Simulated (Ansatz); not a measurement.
Input file:

```yaml
crystal:
  periodic: [false, false, false]
  atoms:
    - {symbol: H, position_ang: [-2.723731, 0.054876, 0.000000]}
    - {symbol: H, position_ang: [-1.793731, 0.054876, 0.000000]}
    - {symbol: Si, position_ang: [0.110269, 0.054876, 0.000000]}
    - {symbol: H, position_ang: [0.722449, -0.819409, 1.090012]}
    - {symbol: H, position_ang: [0.722449, -0.819409, -1.090012]}
basis:
  gaussian: {orbitals: def2-mTZVP}
correlation: {method: fic_mrcisd_q, electrons: outside_noble_gas, active_space: {window: {electrons: 2, orbitals: 2}, states: [{multiplicity: 1, weights: [1, 1]}], root: 2}}
scf: {omitted_lower_state_checks: [cluster_reference]}
```

```sh
$ ansatz run in.yaml --threads 1 --pin off --events-out ev --progress --plain --max-ram 2393MiB
```

Q: One thing in this input was set wrong on purpose, beside settings that are merely unusual. What is the gravest fault, and what does the program do?

A: Root beyond the states. How the run ends: refused.
```
Error: the active space averages no state 2, counted from zero
```
